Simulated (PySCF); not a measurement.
**Structure from 2D NMR**

Compound of formula C2H5ClO2S. Correlations simulated from computed shifts and the bond graph:

HSQC (one-bond C–H):
```csv
δH,δC
3.12,62.0
1.48,11.4
```

COSY cross peaks (H two or three bonds apart, from the bond graph; peaks can be absent where the dihedral angle is near 90°):
```csv
δH,δH
3.12,1.48
```

HMBC (two and three bonds, from the bond graph):
```csv
δH,δC
3.12,11.4
1.48,62.0
```

Computational details: structure optimised with PBE0-D3(BJ)/def2-TZVP, NMR shieldings at B97-2/pcSseg-2/GIAO, in PySCF (a single conformation, no solvent, non-relativistic Hamiltonian, averaged over atoms made equivalent by symmetry, fast rotation or ring inversion).

Chemical shifts δ = σref − σ; TMS for ¹H (σref 31.64) and ¹³C (σref 185.38), all at this level.

Exchangeable hydrogens are left out of these lists.

**Question.** Which molecule is this?

**Answer.** `C(C)S(=O)(=O)Cl`.

Atom-mapped SMILES (the numbers label the heavy atoms): `[CH3:1][CH2:2][S:3](=[O:4])(=[O:5])[Cl:6]`. Each H is labelled by its parent atom.

- δC 62.0 is C2, an sp3 CH2 bonded to S (δH 3.12).
- δC 11.4 is C1, a methyl carbon (δH 1.48).
- COSY links 3.12–1.48.

The data come from this structure; uniqueness wasn't tested.

Shifts are as computed. Against solution values, carbons near 30 ppm lie about +3 ppm off and those near 130 ppm about +7 ppm. Of 1211 compounds with measured shifts, 218 miss one by over three times the rms of a fit or turn the order of signals round; such compounds aren't used in these exercises.
